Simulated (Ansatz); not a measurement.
Structure relaxation of MgBe3

Method: DFT PBE, scalar-relativistic, plane waves, PAW in Ansatz 0.2.0.

The start is a database structure of MgBe3, space group P6_3/mmc (No. 194).

Input of the last, converged step (default PAW datasets):

```yaml
crystal:
  lattice:
    - [5.4676023335, 0.0, 0.0]
    - [-2.7338011668, 4.7350825186, 0.0]
    - [0.0, 0.0, 3.627891]
  atoms:
    - { symbol: Mg, position: [0.33333333, 0.66666667, 0.75] }
    - { symbol: Mg, position: [0.66666667, 0.33333333, 0.25] }
    - { symbol: Be, position: [0.263294, 0.131647, 0.75] }
    - { symbol: Be, position: [0.868353, 0.736706, 0.75] }
    - { symbol: Be, position: [0.868353, 0.131647, 0.75] }
    - { symbol: Be, position: [0.131647, 0.868353, 0.25] }
    - { symbol: Be, position: [0.131647, 0.263294, 0.25] }
    - { symbol: Be, position: [0.736706, 0.868353, 0.25] }
basis:
  ecutwfc: 420
kpoints:
  mp_grid: { grid: [12, 12, 10] }
hamiltonian:
  xc: pbe
scf:
  occupations: { method: gaussian, width: 0.1 }
output:
  forces: true
  stress: true
  eigenvalues: true
relax:
  adjacent_minimum: "off"
  f_tol: 0.01
  max_steps: 80
  cell: { stress_tol: 0.05 }
```

Launched as:

```bash
ansatz run input.yaml --threads 1 --pin off --max-ram 2560MiB --backend cpu --events-out ev --progress --plain --runs-dir out
```

Time: 64 s on 1 thread of Intel(R) Xeon(R) Platinum 8488C (Sapphire Rapids), with other jobs on the host, peak memory 0.53 GiB.

The program printed at the end:

```
SCF converged after 4 iterations
Free energy (F): -4402.233544 eV
Harris-Foulkes:  -4402.233544 eV  (|F-HF|=2.91e-11)
Internal energy: -4402.220607 eV  (E = F + TS)
E sigma→0 (E₀):  -4402.227075 eV
Entropy (-TS):   -0.012936 eV (-1.617 meV/atom)
Fermi energy:    6.767020 eV
--- Per-component energies (eV) ---
  E_band       = -663.409000
  E_kinetic    = 269.582536
  E_local      = -3417.202930  (includes V_loc(G=0)·N_el)
  E_nonlocal   = 218.402546
  E_hartree    = 1261.855358
  E_xc         = -173.263607
  E_vxc        = -195.230744  (∫ρ·V_xc dr)
  E_paw        = -941.330748  (= ΣΔE_a)
  E_vpaw       = -62.671252  (= ΣTr[D̂ρ^β])
  E_aug_tail   = -0.000008  (compensation charges beyond the density's cutoff)
  E_ewald      = -1620.263755
  E_smearing   = -0.012936  (= −TS)
  E_closure    = 0.000000  (closes the sum)
  Σ components = -4402.233544   (vs F -4402.233544, Δ=0.00e0)
--- Forces (eV/Å), atoms counted from 1 ---
  atom   1  Mg     0.00000000     0.00000000     0.00000000
  atom   2  Mg     0.00000000     0.00000000     0.00000000
  atom   3  Be    -0.00000494    -0.00000285     0.00000000
  atom   4  Be     0.00000000     0.00000571     0.00000000
  atom   5  Be     0.00000494    -0.00000285     0.00000000
  atom   6  Be    -0.00000494     0.00000285     0.00000000
  atom   7  Be     0.00000000    -0.00000571     0.00000000
  atom   8  Be     0.00000494     0.00000285     0.00000000
  max |Σ_I F_I| component: 4.63e-18 eV/Å
--- Stress (GPa, compression-positive) ---
        0.000442       0.000000       0.000000
        0.000000       0.000442       0.000000
        0.000000       0.000000       0.004749
  P = ⅓ Tr σ = 0.0019 GPa (0.019 kbar)
--- Relaxed structure (5 steps of the walk, 5 accepted, 1 SCFs on fresh bases) ---
  F+E_penalty+E_count = -4402.23354363 eV   max|allowed force component| = 5.708e-6 eV/Å   (the final SCF, on the basis selected at the relaxed cell)
  cell:  # Å, volume = 94.7907 Å³
    - [5.529356, 0.000000, 0.000000]
    - [-2.764678, 4.788562, 0.000000]
    - [0.000000, 0.000000, 3.580025]
  atoms:
    - { symbol: Mg, position: [0.333333, 0.666667, 0.750000] }
    - { symbol: Mg, position: [0.666667, 0.333333, 0.250000] }
    - { symbol: Be, position: [0.260426, 0.130213, 0.750000] }
    - { symbol: Be, position: [0.869787, 0.739574, 0.750000] }
    - { symbol: Be, position: [0.869787, 0.130213, 0.750000] }
    - { symbol: Be, position: [0.130213, 0.869787, 0.250000] }
    - { symbol: Be, position: [0.130213, 0.260426, 0.250000] }
    - { symbol: Be, position: [0.739574, 0.869787, 0.250000] }
```

Total energies depend on the potentials used, so only differences within one code and one set of settings carry meaning.

The result has space group P6_3/mmc (No. 194). Around Mg lie 12 Be at 2.64–2.79 Å; Be is coordinated by 6 Be at 2.16–2.18 Å.

Against the elements it lies at 0.25 eV/atom. The zero of energy is the elements' standard structures at the same level; no fitted shifts are applied.

For metals, differences of a few meV/atom aren't resolved.

Symmetry constrained the relaxation, so the result can be a saddle point.